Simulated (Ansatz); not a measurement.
# HO+ (triplet): the correlation ladder, def2-TZVPP

An exercise on one series of results from a longer session: the logs are not shown, and one member is left open.

The runs use Ansatz 0.2.0, Gaussian basis; def2-TZVPP, core rule «outside noble gas», up to 1 orbitals frozen.

To be run: UHF; ROHF; CCSD(T) on UHF.

2 further runs of the same task are left out: 2 set aside as unsound or not needed.

## What is computed

The geometry is a PBE0/def2-TZVP stationary point (not a proven minimum).

2 atoms, charge 1, spin multiplicity 3.

Atoms are counted from 1 here; the program's logs count them from 0.

Bond lengths: O1–H2 1.035 Å.

As a file:

```xyz
2

O     0.0000    0.0000    0.0000
H     0.0000    0.0000    1.0352
```

Set-up of the first run:

in.yaml reads:

```yaml
crystal:
  periodic: [false, false, false]
  atoms:
    - {symbol: O, position_ang: [0.000000, 0.000000, 0.000000]}
    - {symbol: H, position_ang: [0.000000, 0.000000, 1.035200]}
basis:
  gaussian: {orbitals: def2-TZVPP}
total_charge: 1
magnetization: {spin_polarized: true, initial_magnetization: 2}
hamiltonian: {xc: hf}
output: {orbitals: {seedname: orbitals}}
```

On the command line:

```console
$ ansatz run in.yaml --threads 1 --pin off --events-out ev --progress --plain --max-ram 2560MiB --backend cpu
```

Among the steps run: UHF; ROHF; CCSD(T) on UHF.

One of the session's tables, all rows but one given; the rest of the session is left out.

| method | from UCCSD(T) (meV) |
| --- | --- |
| ROHF | +4698.7 |
| UHF | +4464.1 |
| UMP2 | ? |
| UCCSD | +80.8 |
| UCCSD(T) | 0 |

**Question.** Estimate the row for UMP2.

The run gave: from UCCSD(T) (meV): +587.5. In the column «from UCCSD(T) (meV)» it lies between UCCSD (+80.8) and UHF (+4464.1).
